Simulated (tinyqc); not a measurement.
Orbital energy against energy difference: ionisation energy by orbital energies and by energy differences in the 6-31g basis, for BH3, spin multiplicity 1. Computed by the program tinyqc with PySCF. The cation is unrestricted; errors are against CCSD(T) in this basis, not against experiment.

Geometry (angstrom):
```
atom        x        y       z
B      0.0000   0.0000  0.0310
H      1.1570   0.0000  0.0000
H     -0.5790   1.0020  0.0000
H     -0.5790  -1.0020  0.0000
```

CCSD(T) difference in the same basis = 12.9591 eV

IP-EOM-CCSD = 12.9657 eV

First vertical ionisation energy (eV):
```
method     -e(HOMO)  E(cation) - E  error of -e(HOMO)  error of the difference
HF          13.6355      12.655547             0.6764                  -0.3035
LDA          8.3824      13.080806            -4.5767                   0.1217
PBE          8.4069      13.047579            -4.5522                   0.0885
B3LYP        9.6947      13.321005            -3.2644                   0.3619
CAM-B3LYP   11.4175      13.349660            -1.5416                   0.3906
LC-wPBE     12.9359      13.439852            -0.0232                   0.4808
```

Estimate the missing row, method = PBE0.

Computed row:
```
method  -e(HOMO)  E(cation) - E  error of -e(HOMO)  error of the difference
PBE0      9.9356      13.258810            -3.0235                   0.2997
```

Koopmans errs by +0.68 eV and Delta-HF by -0.30 eV: relaxation, 0.98 eV, lowers the value and the missing correlation difference works against it. The PBE level is off by -4.6 eV through the wrong tail of its potential, though its energy difference is off by +0.09 eV; exact exchange deepens the level, and among the orbital energies LC-wPBE comes closest; among the differences PBE does.
